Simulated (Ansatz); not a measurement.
Energy profile

The step: SiH₃F ([F][SiH3]) + HS → SiH₂F ([F][SiH2]) + H₂S; bonds formed: H1–S4; bonds broken: H1–Si2 (atoms numbered as in the saddle structure below).

```
7
angstrom
H -0.8610 -0.4311 -0.2339
Si 0.8082 -0.2357 0.5507
F 1.2193 1.2168 0.0233
S -2.0972 -0.1619 -1.0314
H 0.7402 -0.2012 2.0335
H 1.7936 -1.2227 0.0414
H -1.6031 1.0359 -1.3836
```

Electronic energies by CCSD(T) at an estimated basis limit (MP2 extrapolated from triple and quadruple zeta, plus CCSD(T) − MP2 in triple zeta), on PBE0-D4/def2-TZVP structures; SiH4SF, doublet; no counterpoise correction; spin–orbit coupling, which lowers free halogen atoms and radicals such as OH and SH, is left out. Computed with Ansatz 0.2.0 (basis: def2-TZVPP and def2-QZVPP); correlated methods freeze the cores; orbitals are unrestricted. Extrapolation: Hartree–Fock as exp(−7.88 √X), correlation as X^−2.97.

Q: Give the profile in kcal/mol, counted from the separated reactants. (Judge from chemistry; the value comes from the calculation.)

A: Computed:
```csv
point,kcal/mol
"separated: SiH3F (linked as [F][SiH3]; H1, Si2, F3, H5, H6; singlet) + HS (S4, H7; doublet)",0.00
start structure,-1.50
saddle,7.50
end structure,1.83
"separated: H2S (H1, S4, H7; singlet) + SiH2F (linked as [F][SiH2]; Si2, F3, H5, H6; doublet)",3.51
```

The T1 diagnostic stays at or below 0.015. ⟨S²⟩ of the unrestricted Hartree–Fock references: 0.75 to 0.79 (a pure state has 0.75). The start structure is not quite a true minimum (one mode of 34i cm⁻¹).

Radical steps of this kind take place in plasma deposition and etching.

For scale, one of the runs: CCSD(T)/def2-TZVPP, 171 basis functions (an equivalent command: `ansatz run in.yaml --threads 4`). Time: 35 s of wall clock on 4 CPU threads; the host was shared. Peak host memory: 3.4 GiB.
